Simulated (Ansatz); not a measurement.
Si–AsH2⁺, triplet: reading a ladder of total energies

Geometry: that of the Si–AsH2, doublet, kept fixed.

| atom | x (Å) | y (Å) | z (Å) |
| --- | --- | --- | --- |
| Si | 0.0412 | 0.0000 | 1.7137 |
| As | -0.0396 | 0.0000 | -0.6161 |
| H | 0.8969 | 1.1361 | -0.9789 |
| H | 0.8969 | -1.1361 | -0.9789 |

Basis cc-pVDZ; Ansatz 0.2.0. Correlated methods freeze the noble-gas cores and the filled d shells of p-block atoms, which leaves 10 electrons in 36 orbitals. R marks a restricted (for open shells ROHF) determinant, U an unrestricted one. No spin–orbit coupling is included, and no scalar relativity.

Full CI isn't at hand for all of this; UCCSDT(Q) serves as the reference, and is uncertain by the last step of the cluster series or more.

UCCSD has a T1 diagnostic of 0.031 and a largest doubles amplitude of 0.06.

Runs differ by some tens of microhartree through their thresholds and, for an open shell, their frozen cores, so steps under 0.03 kcal/mol mean nothing.

```csv
level,total energy (hartree)
UHF,-2523.915607
UMP2,-2524.062789
UCCSD,-2524.102826
UCCSD(T),-2524.109125
UCCSDT,-2524.110682
UCCSDT(Q),-2524.111069
```

**Question.** What is the correlation energy at UCCSDT(Q), and what share of it do UMP2 and UCCSD recover?

**Answer.** E(corr) = -2524.111069 − (-2523.915607) = -0.195462 hartree = -5.319 eV. UMP2: -0.147182 / -0.195462 = 75.30 %. UCCSD: -0.187219 / -0.195462 = 95.78 %.

**Question.** By how many kcal/mol does UCCSD(T) miss UCCSDT(Q) (1 hartree = 627.509 kcal/mol), and which steps make up the rest?

**Answer.** -2524.109125 − (-2524.111069) = 0.001944 hartree = 1.22 kcal/mol. Steps: UCCSDT − UCCSD(T) = -0.98, UCCSDT(Q) − UCCSDT = -0.24 kcal/mol. Differences between like states or geometries often cancel part of this.
